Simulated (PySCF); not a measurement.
Species: B2H7P.
SMILES: `B[PH2+][BH3-]`

Level of theory: MP2 and CCSD/aug-cc-pVDZ in PySCF, restricted Hartree–Fock reference, 7 core orbitals frozen, non-relativistic, gas phase, PBE0-D3(BJ)/def2-SVP geometry.

E(HF) = -394.13000 Eh.

How large is the problem?

136 basis functions and 32 electrons; 7 orbitals frozen, which leaves o = 9 correlated occupied and v = 120 virtual orbitals. That is o·v = 1080 singles and o·v(o·v + 1)/2 = 583740 distinct closed-shell doubles amplitudes before symmetry; the costliest CCSD step grows as o²v⁴ = 1.7 × 10^10.

What are the MP2 and CCSD correlation energies?

MP2 -0.3365 Eh and CCSD -0.3965 Eh, which gives totals of -394.46653 and -394.52655 Eh. That is 0.599 eV for each correlated electron at CCSD (1041 kJ/mol in all, 0.101 % of the total energy); MP2 gives 84.9 % of the CCSD value.

What is the T1 diagnostic?

0.0142, below the customary warning level of 0.02. It is the norm of the spatial-orbital singles amplitudes over the root of the number of correlated electrons, so the norm is 0.060.

How does correlation change the dipole moment?

HF gives 4.61 D and CCSD (unrelaxed density) 4.28 D, a change of -0.33 D.

Connected triples and the basis-set limit are missing.

The job also held the EOM ionisation roots. On an Arm Neoverse V2 with one thread, no GPU, shared host, this took 89 s of wall time and 2.4 GiB of memory at its peak.

One conformer stands for the species.
